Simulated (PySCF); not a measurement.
Species: isobutyronitrile (`N#CC(C)C`). The columns A, B, C and D hold Mulliken, IAO, Hirshfeld and ESP-fitted charges (e) of one PBE0/pcSseg-1 density (PySCF), in a shuffled order. Coordinates in Å (GFN2-xTB); the density's dipole moment is (0.33, -3.97, -0.75) D.

```
atom       x       y       z       A       B       C       D
  C1   1.208  -0.418   0.443  -0.106  -0.213  -0.410  -0.486
  C2   0.102   0.201  -0.416  +0.006  -0.377  -0.133  +0.405
  C3  -1.243  -0.498  -0.196  -0.106  -0.213  -0.410  -0.485
  C4  -0.028   1.606  -0.096  +0.087  +0.118  +0.138  +0.218
  N5  -0.135   2.713   0.168  -0.237  -0.250  -0.257  -0.447
  H6   1.329  -1.469   0.187  +0.049  +0.124  +0.147  +0.129
  H7   0.953  -0.344   1.499  +0.048  +0.125  +0.150  +0.142
  H8   2.154   0.093   0.280  +0.050  +0.135  +0.154  +0.127
  H9   0.381   0.131  -1.475  +0.062  +0.166  +0.169  +0.001
 H10  -1.539  -0.428   0.849  +0.048  +0.125  +0.150  +0.141
 H11  -2.019  -0.039  -0.805  +0.050  +0.135  +0.154  +0.127
 H12  -1.162  -1.548  -0.466  +0.049  +0.124  +0.147  +0.128
```

Which column most likely holds the ESP-fitted charges?

D. Σ q r misses the density's dipole by 0.00 D (D), 0.75 D (B), 0.85 D (C), 1.23 D (A). Charges fitted to the outside potential are the only set here that is tied to the molecule's multipoles.

And the Hirshfeld charges?

A. The mean sizes are 0.075 e (A), 0.175 e (B), 0.202 e (C), 0.236 e (D), and Hirshfeld charges are commonly the smallest of these schemes.

As computed, A = Hirshfeld, B = Mulliken, C = IAO, D = ESP-fitted. Hydrogens on carbon: Hirshfeld +0.05 to +0.06, Mulliken +0.12 to +0.17, IAO +0.15 to +0.17, ESP-fitted 0.00 to +0.14 e.

The ESP scheme is a least-squares fit of atom-centred charges to the potential on four shells outside the van der Waals surface, with the total charge fixed. The Hirshfeld scheme divides the density at each point in proportion to the densities of the neutral, spherically averaged free atoms.

Isolated species at its GFN2-xTB geometry, gas phase.
